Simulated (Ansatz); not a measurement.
fcc Rh

The numbers are results of PBEsol (Ansatz, a program for electronic structure, PAW), not measurements.

Numerical settings: plane-wave cutoff 500 eV, 8×20×1 k mesh (along the axes of the cell as run), Fermi–Dirac smearing 0.1 eV, scalar-relativistic PAW data made under PBE.

Cell: relaxed at this level.

* **surface energy of the (211) face**: 2.82 J/m²
* **work function of the (211) face**: 4.98 eV

The slab of 24 atoms is relaxed and unreconstructed.

Computed values are for the static lattice.
